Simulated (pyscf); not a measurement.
Routes from Cl–Sn:–Cl [singlet] + hydrogen chloride (HCl)

Candidate steps break at most two bonds and form at most two. Each was searched with GFN2-xTB (tblite) first. PySCF, gas phase, ωB97X-D3(BJ)/def2-SVP geometries. Correlated levels are frozen-core, on RHF or UHF. ΔMP2 is the change of the MP2 total energy from the triple- to the quadruple-zeta basis. Energies: CCSD(T)/def2-TZVPP + ΔMP2(QZVPP), kcal/mol, from the separated reactants, singlet surface; ΔG‡ with ideal gas, 1 atm, RRHO with modes under 100 cm⁻¹ raised to 100, one conformer, R ln 2 for chiral ones without a mode under 150 cm⁻¹.

```tsv
products	type	ΔE‡	ΔE	ΔG‡ 298 K	ΔG‡ 900 K	ν‡ (cm⁻¹)
HCl + Cl–Sn:–Cl [singlet]	four-centre exchange	0.2	0.0	8.6	28.8	569i
Cl–SnH(Cl)–Cl	insertion	34.2	-10.5	42.5	61.7	1258i
```

Row 1: On the reactant side the descent ends in a bound adduct, 8.4 kcal/mol under the separated species and 5.9 kcal/mol under the saddle at ωB97X-D3(BJ)/def2-TZVP. On the product side the descent ends in a bound adduct, 8.4 kcal/mol under the separated species and 5.9 kcal/mol under the saddle at ωB97X-D3(BJ)/def2-TZVP. Row 2: On the reactant side the descent ends in a complex (not fully relaxed), 5.9 kcal/mol under the separated species and 40.0 kcal/mol under the saddle at ωB97X-D3(BJ)/def2-TZVP. 

Plain bond fissions and candidates not yet searched are not listed, and one of them may be faster. Each barrier is that of the saddle found; lower ones may exist. The CCSD(T) − MP2 part came from Ansatz, without density fitting, on the same reference. The frozen core leaves the outer d or s,p core shells of the metals and heavy elements correlated in the MP2 and CC values, and def2-TZVPP describes them poorly, which can shift differences by a few kcal/mol. Elements past Kr carry the def2 core potentials, without spin-orbit coupling.
